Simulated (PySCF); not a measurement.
isobutane (C4H10), SMILES C(C)(C)C.

Coordinates come from a PBE-D3(BJ)/def2-SVP optimisation.

Computed with PBE-D3(BJ)/def2-SVP in PySCF.

No scaling factor is applied to the harmonic values.

Modes within 1.5 cm⁻¹ of each other (mostly degenerate sets) share a row, with their intensities summed.

| mode | ν (cm⁻¹) | IR (km/mol) | moving atoms (share of kinetic energy) |
|---|---|---|---|
| 1 | 220 | 0.0 | H 99 % |
| 2–3 | 263 | 0.0 | H 94 % |
| 4–5 | 358 | 0.0 | C 55 %, H 45 % |
| 6 | 422 | 0.4 | C 51 %, H 49 % |
| 7 | 796 | 1.0 | C 68 %, H 32 % |
| 8–9 | 892 | 3.1 | H 84 %, C 16 % |
| 10 | 917 | 0.0 | H 82 %, C 18 % |
| 11–12 | 956 | 0.8 | H 54 %, C 46 % |
| 13–15 | 1157 | 4.9 | H 55 %, C 45 % |
| 16–17 | 1298 | 5.9 | H 72 %, C 28 % |
| 18–19 | 1337 | 17.4 | H 71 %, C 29 % |
| 20 | 1359 | 2.6 | H 79 %, C 21 % |
| 21 | 1402 | 0.0 | H 96 % |
| 22–23 | 1408 | 0.7 | H 97 % |
| 24–25 | 1431 | 5.8 | H 93 % |
| 26 | 1436 | 16.4 | H 96 % |
| 27 | 2947 | 14.1 | H 92 % |
| 28–29 | 2956 | 61.9 | H 97 % |
| 30 | 2961 | 14.4 | H 97 % |
| 31–32 | 3040 | 11.0 | H 91 %, C 9 % |
| 33 | 3046 | 69.3 | H 91 %, C 9 % |
| 34 | 3052 | 0.0 | H 90 %, C 10 % |
| 35–36 | 3054 | 77.4 | H 91 %, C 9 % |
